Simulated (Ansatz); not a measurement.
# H₂O (triplet): the correlation ladder at distance H1–H2 along a hydrogen transfer = 0.960 Å, cc-pVTZ

Aim: climb from Hartree-Fock through coupled cluster and multireference methods for H₂O (triplet) at one geometry and basis, and see what each rung misses.

The runs use Ansatz 0.2.0, Gaussian basis; cc-pVTZ, correlated electrons: outside noble gas.

To be run: UHF; CCSD(T) on ROHF; CCSD(T) on UHF; BCCD(T) on ROHF; CISD; CCSDT(Q) on ROHF; CCSDT(Q) on UHF; CASSCF and NEVPT2, 4 electrons in 4 orbitals; CASSCF and MRCISD+Q, 8 electrons in 6 orbitals; CASSCF and NEVPT2, 8 electrons in 6 orbitals.

### Step 1. What is computed

The geometry derives from fragments relaxed apart (PBE0/def2-TZVP) and kept rigid, so it is no stationary point. A hydrogen atom is moved between rigid fragments.

3 atoms, charge 0, spin multiplicity 3.

Atoms are counted from 1 here; the program's logs count them from 0.

No contacts short enough for the rule that draws bonds.

In the tables R marks a restricted open-shell determinant and U an unrestricted one; 'pair' is the active space of 4 electrons in 4 orbitals; 'valence' is the active space of 8 electrons in 6 orbitals; correlation energies count from the lowest restricted Hartree-Fock solution.

### Step 2. UHF

Contents of in.yaml:

```yaml
crystal:
  periodic: [false, false, false]
  atoms:
    - {symbol: H, position_ang: [0.000000, 0.000000, -1.065333]}
    - {symbol: H, position_ang: [0.000000, 0.000000, -0.105333]}
    - {symbol: O, position_ang: [0.000000, 0.000000, 1.170667]}
basis:
  gaussian: {orbitals: cc-pVTZ}
magnetization: {spin_polarized: true, initial_magnetization: 2}
hamiltonian: {xc: hf}
output: {orbitals: {seedname: orbitals}}
```

On the command line:

```
> ansatz run in.yaml --threads 1 --pin off --events-out ev --progress --plain --max-ram 2393MiB
```

The runs that follow: CCSD(T) on ROHF; CCSD(T) on UHF; BCCD(T) on ROHF; CISD; CCSDT(Q) on ROHF; CCSDT(Q) on UHF; CASSCF and NEVPT2, 4 electrons in 4 orbitals; CASSCF and MRCISD+Q, 8 electrons in 6 orbitals; CASSCF and NEVPT2, 8 electrons in 6 orbitals.

Before running them: what should the planned runs give, taken together? Wanted: correlation energy, UCCSDT(Q); RMP2 from UCCSDT(Q); UMP2 from UCCSDT(Q); RCCSD from UCCSDT(Q); RCCSD(T) from UCCSDT(Q); UCCSD(T) from UCCSDT(Q); RCCSDT(Q) from UCCSDT(Q); NEVPT2 pair from UCCSDT(Q); NEVPT2 valence from UCCSDT(Q).

As calculated:

| quantity | value |
| --- | --- |
| correlation energy, UCCSDT(Q) | -6.6964 eV |
| RMP2 from UCCSDT(Q) | +953.4 meV |
| UMP2 from UCCSDT(Q) | +885.5 meV |
| RCCSD from UCCSDT(Q) | +182.5 meV |
| RCCSD(T) from UCCSDT(Q) | +25.0 meV |
| UCCSD(T) from UCCSDT(Q) | +22.0 meV |
| RCCSDT(Q) from UCCSDT(Q) | +2.1 meV |
| NEVPT2 pair from UCCSDT(Q) | +650.8 meV |
| NEVPT2 valence from UCCSDT(Q) | +948.2 meV |
| MRCISD+Q valence from UCCSDT(Q) | +74.9 meV |
| levels of the table within 1 kcal/mol (43 meV) | RCCSD(T), UCCSD(T), BCCD(T), RCCSDT, UCCSDT, RCCSDT(Q) |
| T1 diagnostic | 0.054 |
| effectively unpaired electrons | 2.02 |

RCCSD(T) misses by +25.0 meV, 0.4 % of the correlation energy. The occupations are near whole numbers, but T1 = 0.054 shows that the orbitals relax strongly. Of the multireference levels listed MRCISD+Q valence comes nearest in total energy (+74.9 meV), which doesn't show that its space is the better one. These misses are within one basis, not against nature; the frozen cores of restricted and unrestricted runs differ, which can shift their rows.
